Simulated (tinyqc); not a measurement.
The basis set: RHF and MP2 along a ladder of basis sets, for HF, spin multiplicity 1. Computed by the program tinyqc with PySCF. Same geometry throughout; the dipole is taken about the origin.

Geometry (angstrom):
```
atom       x       y       z
F     0.0000  0.0000  0.0000
H     0.0000  0.0000  0.8380
```

RHF and frozen-core MP2 in a ladder of bases:
```
basis        functions  E(RHF) (hartree)  E(MP2 corr) (hartree)  HOMO (eV)  LUMO (eV)  dipole (debye)
sto-3g               6        -98.550136              -0.014108   -12.7301    19.4707          1.3674
3-21g               11        -99.446867              -0.117279   -16.4810     8.0524          2.0720
6-31g               11        -99.974101              -0.123370   -17.3705     6.2799          2.1839
6-31g**             19       -100.004362              -0.178169   -17.2855     6.5726          1.8383
cc-pvdz             19       -100.013674              -0.198145   -17.3428     5.4170          1.7918
aug-cc-pvdz         32       -100.027969              -0.217659   -17.9366     1.0290          1.7810
cc-pvtz             44       -100.053048              -0.267913   -17.7370     4.1993          1.7917
```

What does the comparison show, and why?

From cc-pVDZ to cc-pVTZ the RHF energy falls by 39.4 mhartree and the correlation energy by 69.8. If valence correlation converges as X^-3, (27 E(T) - 8 E(D))/19 gives -0.2973 hartree, a rough estimate from such small X that usually falls short; STO-3G holds about 5 % of it. Beyond STO-3G the LUMO moves by 7.0 eV and the HOMO by 1.5 eV; diffuse functions lower the positive LUMO sharply, since an unbound virtual level tracks the most diffuse function.
